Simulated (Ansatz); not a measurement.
**C2H8Si (dimethylsilane): B2PLYP/def2-SVP**

What is the energy change on altering one bond length of C2H8Si (dimethylsilane) at B2PLYP/def2-SVP? 

The calculation is run with Ansatz 0.2.0.

50 further runs of the same task are left out: 50 set aside as unsound or not needed.

## (1) The structure to begin with

C2H8Si: 11 atoms, total charge 0, spin state singlet. As SMILES, `C[SiH2]C`. The shape is that of a PBE0-D4/def2-TZVP optimisation.

Bond lengths: C1–Si2 1.872 Å, Si2–C3 1.872 Å, C1–H4 1.092 Å, C1–H5 1.093 Å, C1–H6 1.093 Å, Si2–H7 1.491 Å, Si2–H8 1.491 Å, C3–H9 1.093 Å, C3–H10 1.092 Å, C3–H11 1.093 Å. Some angles: C1–Si2–C3 111.5°, C1–Si2–H7 109.5°, C1–Si2–H8 109.5°, C3–Si2–H7 109.5°, C3–Si2–H8 109.5°, Si2–C1–H4 111.0°, Si2–C1–H5 110.9°, Si2–C1–H6 110.9°, Si2–C3–H9 110.9°, Si2–C3–H10 111.0°.

## (2) A single-point energy at B2PLYP/def2-SVP

File job.yaml:

```yaml
crystal:
  periodic: [false, false, false]
  atoms:
    - symbol: C
      position_ang: [-1.050200, 0.967200, -0.661200]
    - symbol: Si
      position_ang: [-0.309200, -0.653200, -0.087600]
    - symbol: C
      position_ang: [1.346600, -0.392300, 0.745700]
    - symbol: H
      position_ang: [-2.015800, 0.806900, -1.146100]
    - symbol: H
      position_ang: [-0.391700, 1.464600, -1.377800]
    - symbol: H
      position_ang: [-1.204900, 1.644900, 0.182100]
    - symbol: H
      position_ang: [-0.139900, -1.564200, -1.256100]
    - symbol: H
      position_ang: [-1.245100, -1.319300, 0.863300]
    - symbol: H
      position_ang: [2.058200, 0.075200, 0.060400]
    - symbol: H
      position_ang: [1.772600, -1.342000, 1.077400]
    - symbol: H
      position_ang: [1.244800, 0.255200, 1.620300]
basis:
  gaussian:
    orbitals: def2-SVP
hamiltonian:
  xc: {name: B2PLYP}
correlation:
  frozen_orbitals: {C: 1, H: 0, Si: 5}
accuracy: high
output:
  orbitals: {seedname: orbitals}
```

Started as:

```bash
$ ansatz run job.yaml --threads 1 --pin off --max-ram 3480MiB --events-out events.jsonl --progress --plain --runs-dir runs
```

What it wrote:

```text
Warning: RAYON_NUM_THREADS=1 ignored (pool sized by the plan → 1); use --threads N
Functional definition: B2PLYP
  name "B2PLYP"
  parameter a = 0.53
  parameter c = 0.27
  exchange = (1 - a)*b88_x + a*exact_x
  correlation = (1 - c)*lyp_c + c*(mp2_os + mp2_ss)
2062 factors; integrals over basis functions are off by at most 3.6e-9 eV
mean field evaluation 1: about -10063.8733 eV, gradient 4.2e1 eV
mean field evaluation 2: about -10064.2694 eV, gradient 4.2e1 eV
mean field evaluation 4: about -10068.5282 eV, gradient 1.4e0 eV
mean field evaluation 8: about -10068.5428 eV, gradient 4.6e-2 eV
mean field evaluation 16: about -10068.5428 eV, gradient 2.0e-5 eV
mean field -10068.54279947 eV, -370.0121231772 hartree, gradient 4.8e-8 eV, S^2 0.000000; 0 other end points of the search recorded, 0 dependent functions left out
7 core orbitals not correlated: weight in the atoms' cores, before any rotation towards them, 1.000 or more for the frozen orbitals, at most 0.000 for the correlated occupied ones
reference -10068.54282629 eV, -370.0121241627 hartree; 10, 10 occupied and 69, 69 virtual orbitals, 2062 factors
second order -13.25808563 eV of doubles, -0.00000000 eV of singles
Total energy: -10072.12250941 eV, -370.1436750910 hartree
```

Wall time 11 s (1 thread of Arm Neoverse V2, shared host); peak memory 0.28 GiB.

## (3) The distorted shape

File input.yaml:

```yaml
crystal:
  periodic: [false, false, false]
  atoms:
    - {symbol: C, position_ang: [-0.926435, 0.425019, -1.335867]}
    - {symbol: Si, position_ang: [-0.185435, -1.195381, -0.762267]}
    - {symbol: C, position_ang: [1.470365, -0.934481, 0.071033]}
    - {symbol: H, position_ang: [-1.892035, 0.264719, -1.820767]}
    - {symbol: H, position_ang: [-0.267935, 0.922419, -2.052467]}
    - {symbol: H, position_ang: [-1.204900, 1.644900, 0.182100]}
    - {symbol: H, position_ang: [-0.016135, -2.106381, -1.930767]}
    - {symbol: H, position_ang: [-1.121335, -1.861481, 0.188633]}
    - {symbol: H, position_ang: [2.181965, -0.466981, -0.614267]}
    - {symbol: H, position_ang: [1.896365, -1.884181, 0.402733]}
    - {symbol: H, position_ang: [1.368565, -0.286981, 0.945633]}
basis:
  gaussian: {orbitals: def2-SVP}
hamiltonian: {xc: {name: B2PLYP}}
correlation: {frozen_orbitals: {C: 1, H: 0, Si: 5}}
accuracy: high
output: {orbitals: {seedname: orbitals}}
```

Started as:

```bash
$ ansatz run input.yaml --threads 1 --pin off --max-ram 3480MiB --events-out events.jsonl --progress --plain --runs-dir runs
```

What it wrote (excerpt; [...] marks lines left out):

```text
Warning: RAYON_NUM_THREADS=1 ignored (pool sized by the plan → 1); use --threads N
[... 2 set-up lines as earlier in the session ...]
[...]
2055 factors; integrals over basis functions are off by at most 3.9e-9 eV
[...]
mean field -10064.94940251 eV, -369.8800682744 hartree, gradient 3.1e-8 eV, S^2 0.000000; 0 other end points of the search recorded, 0 dependent functions left out; unrestricted orbitals would lower it
7 core orbitals not correlated: weight in the atoms' cores, before any rotation towards them, 1.000 or more for the frozen orbitals, at most 0.000 for the correlated occupied ones
reference -10064.94942994 eV, -369.8800692826 hartree; 10, 10 occupied and 69, 69 virtual orbitals, 2055 factors
second order -13.89126258 eV of doubles, -0.00000000 eV of singles
Total energy: -10068.70007084 eV, -370.0179027933 hartree
```

Wall time 9.9 s (1 thread of Arm Neoverse V2, shared host); peak memory 0.27 GiB.

## (4) Results

Level: B2PLYP/def2-SVP, 7 core orbitals frozen.

```
                                                         quantity          value
                                        first shape: total energy  -370.14368 Eh
                   first shape: HOMO energy (SCF part's orbitals)      -10.00 eV
                   first shape: LUMO energy (SCF part's orbitals)        2.63 eV
                 first shape: HOMO–LUMO gap (SCF part's orbitals)       12.63 eV
                                    distorted shape: total energy  -370.01790 Eh
               distorted shape: HOMO energy (SCF part's orbitals)       -8.83 eV
               distorted shape: LUMO energy (SCF part's orbitals)       -0.53 eV
             distorted shape: HOMO–LUMO gap (SCF part's orbitals)        8.30 eV
energy change with the C1–H6 bond stretched from 1.093 to 1.967 Å       3.422 eV
```

In words: With the C1–H6 bond stretched from 1.093 to 1.967 Å the energy rises by 3.42 eV (79 kcal/mol). The first shape isn't relaxed at this level, so the change isn't measured from a minimum. A restricted reference can't describe the breaking bond well at this length. The restricted solution (distorted shape) is unstable to spin breaking: an unrestricted one lies lower.
